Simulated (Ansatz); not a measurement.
**N₂ (triplet): from Hartree-Fock to the top rungs at distance N1–N2 = 1.009 Å, 6-31G**

Aim: climb from Hartree-Fock through coupled cluster and multireference methods for N₂ (triplet) at one geometry and basis, and see what each rung misses.

Program: Ansatz 0.2.0, Gaussian basis. Level of theory: 6-31G, core rule «outside noble gas», up to 2 orbitals frozen. These are calculated values, not measurements.

To be run: UHF; CCSD(T) on ROHF; CCSD(T) on UHF; BCCD(T) on ROHF; CISD; CCSDT(Q) on ROHF; CCSDT(Q) on UHF; CISDTQ; CCSDTQ on ROHF; CCSDTQ on UHF; CASSCF and MRCISD+Q, 4 electrons in 4 orbitals; CASSCF and NEVPT2, 4 electrons in 4 orbitals; CASSCF and MRCISD+Q, 10 electrons in 8 orbitals; CASSCF and NEVPT2, 10 electrons in 8 orbitals; Full CI; Full CI in the symmetry of the determinant.

36 further runs of the same task are left out: 4 for a known fault of the program, 23 that didn't finish, 9 set aside as unsound or not needed.

## Step 1: The geometry

The geometry derives from a PBE0/def2-TZVP stationary point (not a proven minimum). One bond is set to the value named and the two fragments are kept rigid.

2 atoms, charge 0, spin multiplicity 3.

Atoms are counted from 1 here; the program's logs count them from 0.

Bond lengths: N1–N2 1.009 Å.

## Step 2: UHF

File in.yaml:

```yaml
crystal:
  periodic: [false, false, false]
  atoms:
    - {symbol: N, position_ang: [0.000000, 0.000000, 0.000000]}
    - {symbol: N, position_ang: [0.000000, 0.000000, 1.009000]}
basis:
  gaussian: {orbitals: 6-31G}
magnetization: {spin_polarized: true, initial_magnetization: 2}
hamiltonian: {xc: hf}
output: {orbitals: {seedname: orbitals}}
```

The run is started by

```bash
$ ansatz run in.yaml --threads 1 --pin off --events-out ev --progress --plain --max-ram 2393MiB
```

Further steps of the session: CCSD(T) on ROHF; CCSD(T) on UHF; BCCD(T) on ROHF; CISD; CCSDT(Q) on ROHF; CCSDT(Q) on UHF; CISDTQ; CCSDTQ on ROHF; CCSDTQ on UHF; CASSCF and MRCISD+Q, 4 electrons in 4 orbitals; CASSCF and NEVPT2, 4 electrons in 4 orbitals; CASSCF and MRCISD+Q, 10 electrons in 8 orbitals; CASSCF and NEVPT2, 10 electrons in 8 orbitals; Full CI; Full CI in the symmetry of the determinant.

**Question.** What will the summary of the whole plan be? Wanted: FCI from the RHF energy; RMP2 from FCI; UMP2 from FCI; RCCSD from FCI; RCCSD(T) from FCI; UCCSD(T) from FCI; RCCSDT(Q) from FCI; UCCSDT(Q) from FCI; NEVPT2 valence from FCI.

**Answer**, as computed:

| quantity | value |
| --- | --- |
| FCI from the ROHF energy | -5.4068 eV |
| RMP2 from FCI | +153.0 meV |
| UMP2 from FCI | +313.2 meV |
| RCCSD from FCI | +223.3 meV |
| RCCSD(T) from FCI | +49.6 meV |
| UCCSD(T) from FCI | +47.4 meV |
| RCCSDT(Q) from FCI | +1.1 meV |
| UCCSDT(Q) from FCI | +1.7 meV |
| NEVPT2 valence from FCI | +595.5 meV |
| MRCISD+Q valence from FCI | +23.3 meV |
| levels within 1 kcal/mol (43 meV) | UCCSDT, CISDTQ, RCCSDT(Q), UCCSDT(Q), RCCSDTQ, UCCSDTQ, MRCISD+Q valence |
| T1 diagnostic | 0.013 |
| effectively unpaired electrons | 2.06 |

In words: RCCSD(T) misses by +49.6 meV, 0.9 % of the correlation energy. One determinant dominates. Of the multireference levels listed MRCISD+Q valence comes nearest in total energy (+23.3 meV), which doesn't show that its space is the better one. Coupled cluster took another determinant than the lowest Hartree-Fock one. These misses are within one basis, not against nature; the frozen cores of restricted and unrestricted runs differ, which can shift their rows.

Levels on UHF freeze UHF's core orbitals, full CI those of ROHF, so the U rows can settle a little off it for that reason alone.

With open shells the CI space here admits some triples and quadruples, so it is larger than plain CISD.

Huber and Herzberg's tables give the ground state of this molecule as 1Σg+; the runs here treat another spin state.
